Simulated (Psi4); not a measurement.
# HF/3-21G run of [NH4]+ (ammonium)

Aim: the vertical ionisation energy of [NH4]+ (ammonium) at HF/3-21G, from 2 runs. 

Program for the calculation: Psi4 1.11.

2 further runs of the same task are left out: 2 set aside as unsound or not needed.

**1. The system as given**

[NH4]+ has 5 atoms, charge +1, and is taken as a singlet. SMILES: `[NH4+]`. The shape is that of a PBE0-D4/def2-TZVP optimisation.

Bond lengths: N1–H2 1.024 Å, N1–H3 1.024 Å, N1–H4 1.024 Å, N1–H5 1.024 Å. Angles: H2–N1–H3 109.5°, H2–N1–H4 109.5°, H2–N1–H5 109.5°, H3–N1–H4 109.5°, H3–N1–H5 109.5°, H4–N1–H5 109.5°.

**2. A single-point energy at HF/3-21G**

run.py

```python
import psi4

psi4.set_memory(1600000000)
psi4.set_num_threads(1)
psi4.set_output_file('output.dat', False)

m = psi4.geometry("""
1 1
N      0.000010     0.000010     0.000000
H      0.453330    -0.447860     0.801010
H     -0.972430     0.216180     0.235210
H      0.023940    -0.633460    -0.803650
H      0.495160     0.865130    -0.232580
symmetry c1
no_reorient
no_com
""")

psi4.set_options({
    'basis': '3-21G',
    'puream': True,
    'e_convergence': 1e-09,
    'd_convergence': 1e-08,
    'scf_type': 'pk',
})

e, wfn = psi4.energy("scf", molecule=m, return_wfn=True)
psi4.oeprop(wfn, "MULLIKEN_CHARGES", "QUADRUPOLE", "WIBERG_LOWDIN_INDICES")
print(f'total energy {e:.8f} hartree = {e * 27.211386:.5f} eV')
```

Command:

```console
$ python run.py
```

output.dat:

```text
[...]
  Running in c1 symmetry.
[...]
  Nuclear repulsion =   16.375270078084789
[...]
  Multiplicity = 1
[...]
  Nalpha       = 5
  Nbeta        = 5
[...]
    Number of basis functions: 17
[...]
   @RHF iter   1:   -56.21103234828287    1.66063e-02   1.08849e-02 ADIIS/DIIS
[...]
   @RHF iter   8:   -56.23383958350369   -1.20792e-13   2.12057e-09 DIIS
[...]
    Orbital Energies [Eh]
    ---------------------
    Doubly Occupied:
       1A    -15.872812     2A     -1.549387     3A     -1.001911
       4A     -1.001895     5A     -1.001890
[...]
  @RHF Final Energy:   -56.23383958350369
   => Energetics <=
    Nuclear Repulsion Energy =             16.3752700780847888
    One-Electron Energy =                -104.3624300207658706
    Two-Electron Energy =                  31.7533203591773869
    Total Energy =                        -56.2338395835036877
[...]
 Multipole Moments:
 ------------------------------------------------------------------------------------
     Multipole            Electronic (a.u.)      Nuclear  (a.u.)        Total (a.u.)
 ------------------------------------------------------------------------------------
 L = 1.  Multiply by 2.5417464519 to convert [e a0] to [Debye]
 Dipole X            :         -0.0001389            0.0001323           -0.0000067
 Dipole Y            :         -0.0001281            0.0001134           -0.0000147
 Dipole Z            :          0.0000118           -0.0000189           -0.0000071
 Magnitude           :                                                    0.0000177
 L = 2.  Multiply by 1.3450342976 to convert [e a0^2] to [Debye ang]
 Quadrupole XX       :         -8.2577250            4.9883660           -3.2693591
 Quadrupole XY       :          0.0000617           -0.0001270           -0.0000652
[...]
  Mulliken Charges: (a.u.)
   Center  Symbol    Alpha    Beta     Spin     Total
       1     N     3.94031  3.94031  0.00000 -0.88062
       2     H     0.26492  0.26492  0.00000  0.47015
       3     H     0.26492  0.26492  0.00000  0.47015
       4     H     0.26492  0.26492  0.00000  0.47015
       5     H     0.26492  0.26492  0.00000  0.47016
   Total alpha =  5.00000, Total beta =  5.00000, Total charge =  1.00000
  Wiberg Bond Indices using Orthogonal Lowdin Orbitals:
[...]
```

The script printed:

```text
total energy -56.23383958 hartree = -1530.20072 eV
```

Run time: 1.9 s. Hardware: 1 thread of Intel Xeon 6975P-C (Granite Rapids), shared host; peak memory 0.18 GiB.

**3. Doublet [NH4]2+: energy and gradient at UHF/3-21G**

h4n.json

```json
{
 "schema_name": "qcschema_input",
 "schema_version": 1,
 "molecule": {
  "schema_name": "qcschema_molecule",
  "schema_version": 2,
  "symbols": ["N", "H", "H", "H", "H"],
  "geometry": [1.89e-05, 1.89e-05, 0.0, 0.85666954, -0.84633274, 1.51368952, -1.83762638, 0.40852099, 0.44448248, 0.04524004, -1.19706591, -1.5186784, 0.93571679, 1.63485876, -0.4395125],
  "molecular_charge": 2,
  "molecular_multiplicity": 2,
  "fix_symmetry": "c1"
 },
 "driver": "gradient",
 "model": {
  "method": "hf",
  "basis": "3-21G"
 },
 "keywords": {
  "reference": "uhf",
  "puream": true,
  "e_convergence": 1e-09,
  "d_convergence": 1e-08,
  "scf_type": "pk",
  "maxiter": 100,
  "scf_properties": ["QUADRUPOLE", "LOWDIN_CHARGES", "MULLIKEN_CHARGES"]
 }
}
```

Command:

```console
$ psi4 --qcschema h4n.json -n 1 --memory 1600MB
```

stdout, cut to the lines that bear on the results:

```text
[...]
  Running in c1 symmetry.
[...]
  Nuclear repulsion =   16.375270093603586
[...]
  Multiplicity = 2
[...]
  Nalpha       = 5
  Nbeta        = 4
[...]
    Number of basis functions: 17
[...]
   @UHF iter   1:   -55.20503314735379    1.02261e+00   2.24196e-02 DIIS/ADIIS
[...]
   @UHF iter  25:   -55.28793453986098   -3.54561e-12   9.08432e-09 DIIS
[...]
   @S^2 Observed:                7.552259799E-01
[...]
  @UHF Final Energy:   -55.28793453986098
   => Energetics <=
    Nuclear Repulsion Energy =             16.3752700936035858
    One-Electron Energy =                 -99.3872075017391694
    Two-Electron Energy =                  27.7240028682746029
    Total Energy =                        -55.2879345398609772
  UHF NO Occupations:
  HONO-2 :    3  A 1.9994448
  HONO-1 :    4  A 1.9982698
[...]
 Multipole Moments:
 ------------------------------------------------------------------------------------
     Multipole            Electronic (a.u.)      Nuclear  (a.u.)        Total (a.u.)
 ------------------------------------------------------------------------------------
 L = 1.  Multiply by 2.5417464519 to convert [e a0] to [Debye]
 Dipole X            :          0.0873219           -0.0000291            0.0872928
 Dipole Y            :         -0.1977413           -0.0000364           -0.1977777
 Dipole Z            :         -0.0003458           -0.0000073           -0.0003531
 Magnitude           :                                                    0.2161855
 L = 2.  Multiply by 1.3450342976 to convert [e a0^2] to [Debye ang]
 Quadrupole XX       :         -6.7968274            4.9883660           -1.8084614
 Quadrupole XY       :         -0.0414571           -0.0001269           -0.0415841
[...]
  Mulliken Charges: (a.u.)
   Center  Symbol    Alpha    Beta     Spin     Total
[...]
  -Total Gradient:
     Atom            X                  Y                   Z
    ------   -----------------  -----------------  -----------------
       1        0.078560636906    -0.177893125905    -0.000307066410
       2       -0.067400126174     0.102561678221    -0.069230915522
       3        0.035213840696    -0.010281143328    -0.008272894111
       4       -0.030241800030     0.118591683700     0.069688908054
       5       -0.016132551398    -0.032979092687     0.008121967989
[...]
```

The result, in JSON:

```text
{
 "driver": "gradient",
 "model": {
  "method": "hf",
  "basis": "3-21G"
 },
 "success": true,
 "return_result": [0.07856063690599766, -0.17789312590546166, -0.0003070664098194296, -0.06740012617375896, 0.10256167822098357, -0.06923091552248706, 0.03521384069559036, -0.010281143328235362, -0.008272894110895948, -0.030241800029977825, 0.11859168369966028, 0.06968890805375161, -0.01613255139785888, -0.03297909268694632, 0.008121967989437082],
 "properties": {
  "calcinfo_nbasis": 17,
  "calcinfo_nmo": 17,
  "calcinfo_nalpha": 5,
  "calcinfo_nbeta": 4,
  "calcinfo_natom": 5,
  "nuclear_repulsion_energy": 16.375270093603586,
  "return_energy": -55.28793453986098,
  "return_gradient": [0.07856063690599766, -0.17789312590546166, -0.0003070664098194296, -0.06740012617375896, 0.10256167822098357, -0.06923091552248706, 0.03521384069559036, -0.010281143328235362, -0.008272894110895948, -0.030241800029977825, 0.11859168369966028, 0.06968890805375161, -0.01613255139785888, -0.03297909268694632, 0.008121967989437082],
  "scf_one_electron_energy": -99.38720750173917,
  "scf_two_electron_energy": 27.724002868274603,
  "scf_dipole_moment": [0.08729280578931435, -0.19777772657348736, -0.00035305064730939417],
  "scf_total_energy": -55.28793453986098,
  "scf_total_gradient": [0.07856063690599766, -0.17789312590546166, -0.0003070664098194296, -0.06740012617375896, 0.10256167822098357, -0.06923091552248706, 0.03521384069559036, -0.010281143328235362, -0.008272894110895948, -0.030241800029977825, 0.11859168369966028, 0.06968890805375161, -0.01613255139785888, -0.03297909268694632, 0.008121967989437082],
  "scf_iterations": 25
 }
}
```

Wall time 1.7 s (1 thread of Intel Xeon 6975P-C (Granite Rapids), shared host); peak memory 0.18 GiB.

**4. Results**

Level: HF/3-21G.

| quantity | value |
| --- | --- |
| singlet [NH4]+: total energy | -56.23384 Eh |
| singlet [NH4]+: HOMO energy | -27.26 eV |
| singlet [NH4]+: LUMO energy | -0.91 eV |
| singlet [NH4]+: HOMO–LUMO gap | 26.35 eV |
| doublet [NH4]2+: total energy | -55.28793 Eh |
| doublet [NH4]2+: HOMO energy (highest over α and β) | -38.55 eV |
| doublet [NH4]2+: LUMO energy (lowest over α and β) | -24.41 eV |
| doublet [NH4]2+: ⟨S²⟩ | 0.755 |
| doublet [NH4]2+: largest force on an atom | 10.000 eV/Å |
| vertical ionisation energy (to the doublet dication) | 25.739 eV |

Removing an electron at fixed nuclei costs 25.74 eV (594 kcal/mol). The negative HOMO energy of the first species, 27.26 eV, lies 1.52 eV above that difference. Mulliken charges (singlet [NH4]+) run from -0.88 on N1 to +0.47 on H5; they depend strongly on the basis.
